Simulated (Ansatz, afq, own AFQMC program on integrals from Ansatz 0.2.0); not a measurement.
Two steps: Ansatz 0.2.0 writes the Fock matrix and Cholesky factors of the valence space, and afq projects on them the lowest state that overlaps trial and start.

```yaml
crystal:
  periodic: [false, false, false]
  atoms:
    - {symbol: C, position_ang: [-1.130984, 1.589688, 0.277063]}
    - {symbol: C, position_ang: [-0.152133, 0.429852, 0.341283]}
    - {symbol: O, position_ang: [-0.123753, -0.387829, -0.733841]}
    - {symbol: H, position_ang: [-2.155661, 1.219668, 0.122926]}
    - {symbol: H, position_ang: [-1.110629, 2.179591, 1.206556]}
    - {symbol: H, position_ang: [-0.883076, 2.258592, -0.560876]}
    - {symbol: H, position_ang: [-0.349935, -0.217056, 1.230812]}
    - {symbol: H, position_ang: [0.889171, 0.779594, 0.541578]}
basis:
  gaussian: {orbitals: def2-TZVP}
magnetization: {spin_polarized: true, initial_magnetization: 1}
correlation: {method: ccsd_t, electrons: outside_noble_gas, hamiltonian_folder: ham}
```

```sh
$ ansatz run in.yaml --threads 1 --pin off --events-out ev --progress --plain --max-ram 15360MiB --backend cuda --devices 0, --max-vram 18GiB
```

afq runs on the folder ham with

```
--method phaseless --trial cisd --walkers 800 --populations 20 --least-time 60 --time-step 0.005 --steps-per-block 50 --equilibration-blocks 28 --max-blocks 4000 --target-error 0.00016 --factor-cut 1e-05 --start spin_pure --seed 9181 --release-times 0.24,0.5,1 --release-step 0.02 --release-every 4 --taylor-order 6
```

Times are imaginary, in 1/Eh. The walk had a cap of 359 s. With eight or more populations the least sampling time is a fifth of least-time, and the error comes from their spread.

Output of the walk:

```
orbitals 120  electrons 10 9  factors 851 of 851
reference energy -153.52142387 Eh
CCSD correlation -0.56809149 Eh in 19 cycles, weight of the determinant in the CISD state 0.8369
energy of the start -154.088904 Eh
 block  time / (1/Eh)  mean weight  energy / Eh
     1     0.250  0.9975  -154.078508
     2     0.500  0.9998  -154.090341
     3     0.750  0.9988  -154.097107
     4     1.000  0.9999  -154.103561
     5     1.250  1.0008  -154.103927
     8     2.000  1.0001  -154.110865
    11     2.750  1.0008  -154.112276
    26     6.500  1.0000  -154.107886
    41    10.250  0.9992  -154.110113
    56    14.000  1.0005  -154.113504
    71    17.750  0.9991  -154.108571
    86    21.500  1.0004  -154.111759
   101    25.250  1.0005  -154.113093
   116    29.000  1.0010  -154.109366
   131    32.750  0.9997  -154.112933
   146    36.500  0.9998  -154.108264
   161    40.250  0.9990  -154.108004
   176    44.000  1.0013  -154.111659
   191    47.750  0.9993  -154.104266
   206    51.500  1.0005  -154.111642
   211    52.750  1.0015  -154.107001
error from the spread of 20 populations
released: time / (1/Eh)  energy / Eh  error  mean overlap
  0.24  -154.110252  0.000344  0.9957
  0.50  -154.110529  0.000239  0.9894
  1.00  -154.110859  0.000412  0.9790
energy -154.109921 +/- 0.000302 Eh
(rows thinned)
```

The run passed its tests (sampling time, drift between the halves within three errors, error under three times the target), which doesn't prove that it has relaxed, ending at its cap on processor time.

Against this walk (error 8.2 meV) on the same determinant: CCSD(T) 26.2 meV higher. The error is statistical and leaves out the bias of the constraint. Released to 1.00 1/Eh the energy moves by -26 ± 14 meV (both errors), within twice the noise.

Cautions: constraint bias not in the error; error above the target (8.2 against 4.4 meV).

The walk took 6 min on 1 × NVIDIA H100 80GB HBM3 with 2 threads of AMD EPYC 7R13 Processor (Zen 3), with other jobs on the host (the card was shared). The log's last line is the phaseless energy.
